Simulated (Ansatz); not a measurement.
N–CH$_{2}$, doublet: reading a ladder of total energies

Geometry: displaced at random from a stationary point.

```yaml
atoms:
  - { symbol: N, position_ang: [0.0740, 0.0001, 0.6542] }
  - { symbol: C, position_ang: [-0.0909, 0.0085, -0.5710] }
  - { symbol: H, position_ang: [-0.0143, -0.9613, -1.1521] }
  - { symbol: H, position_ang: [0.0689, 0.8582, -1.1339] }
```

Basis cc-pVDZ; Ansatz 0.2.0. Correlated methods freeze the noble-gas cores, which leaves 11 electrons in 36 orbitals. Prefix R: restricted or restricted open-shell reference; prefix U: unrestricted.

Full CI isn't at hand for all of this; UCCSDT(Q) serves as the reference, and is uncertain by the last step of the cluster series or more.

Unrestricted rows (U) aren't spin-pure: their determinants' ⟨S²⟩ exceeds S(S+1) by up to 0.21, so they mix in states of higher spin.

UCCSD has a T1 diagnostic of 0.045 and a largest doubles amplitude of 0.11.

Runs differ by some tens of microhartree through their thresholds and, for an open shell, their frozen cores, so steps under 0.03 kcal/mol mean nothing.

```tsv
level	total energy (hartree)
UHF	-93.432252
UMP2	-93.677379
UCCSD	-93.715143
UCCSD(T)	-93.724285
UCCSDT	-93.725516
UCCSDT(Q)	-93.726272
```

**Question.** What is the correlation energy at UCCSDT(Q), and what share of it do UMP2 and UCCSD(T) recover?

**Answer.** E(corr) = -93.726272 − (-93.432252) = -0.294020 hartree = -8.001 eV. UMP2: -0.245127 / -0.294020 = 83.37 %. UCCSD(T): -0.292033 / -0.294020 = 99.32 %.

**Question.** By how many kcal/mol does UCCSD(T) miss UCCSDT(Q) (1 hartree = 627.509 kcal/mol), and which steps make up the rest?

**Answer.** -93.724285 − (-93.726272) = 0.001987 hartree = 1.25 kcal/mol. Steps: UCCSDT − UCCSD(T) = -0.77, UCCSDT(Q) − UCCSDT = -0.47 kcal/mol. Differences between like states or geometries often cancel part of this.
